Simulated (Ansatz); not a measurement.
Diamond-structure Si was calculated with LC-ωPBE (PAW; Ansatz, a program for electronic structure).

Numerical settings: plane-wave cutoff 460 eV, 8×8×8 k mesh, Fermi–Dirac smearing 0.01 eV, scalar-relativistic PAW data made under PBE.

Equation-of-state points:

| V (Å³/atom) | E − E_lowest (meV/atom) | P (GPa) |
|---|---|---|
| 18.471 | 24.24 | 7.44 |
| 18.958 | 7.10 | 3.93 |
| 19.444 | 0.00 | 0.81 |
| 19.930 | 1.81 | -1.95 |
| 20.155 | 5.39 | -3.12 |
| 20.416 | 11.53 | -4.40 |

Task: Estimate the bulk modulus from the pressures at 19.444 and 19.930 Å³/atom, and compare it with a fit to all energies.

Result: B = −V dP/dV. Between V = 19.444 and 19.930 Å³/atom, dP/dV = (-1.95 − (0.81))/(19.930 − 19.444) = -5.68 GPa per Å³/atom; at the midpoint 19.687 Å³/atom this gives B ≈ 112 GPa. The third-order Birch–Murnaghan fit gives V0 = 19.580 Å³/atom, B0 = 114 GPa, B′ = 3.8, which lies 2 % above that estimate.

Measured, for comparison: bulk modulus 101 GPa (0 K value with zero-point phonon effects removed; as tabulated in Sun et al. (2011), doi:10.1103/physrevb.84.035117); equilibrium volume per atom 19.91 Å³/atom (static lattice: zero-point anharmonic expansion removed; as tabulated in Mejia-Rodriguez and Trickey (2018), arXiv:1807.09216). Computed (rounded) less measured: bulk modulus +13 %, equilibrium volume per atom -1.7 %.

Computed values are for the static lattice.

Cost on a shared machine: about 6 core-minutes (a rough figure).
